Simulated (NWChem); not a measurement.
phosphine (PH3); SMILES P

Results from NWChem. Structure relaxed at the PBE0-D3(BJ)/def2-TZVP level. Vertical excitations in the gas phase; the lowest state need not have the same character in each row.

For level LDA (Slater exchange, VWN5)/def2-SVPD, TDA:

* **lowest excitation, singlet (eV)**: 6.84
* **orbital gap (eV)**: 6.59

Q: What are these values for level B3LYP/def2-SVPD, TDA?

A: The lowest excitation, singlet (eV) is 7.06. The orbital gap (eV) is 8.12.
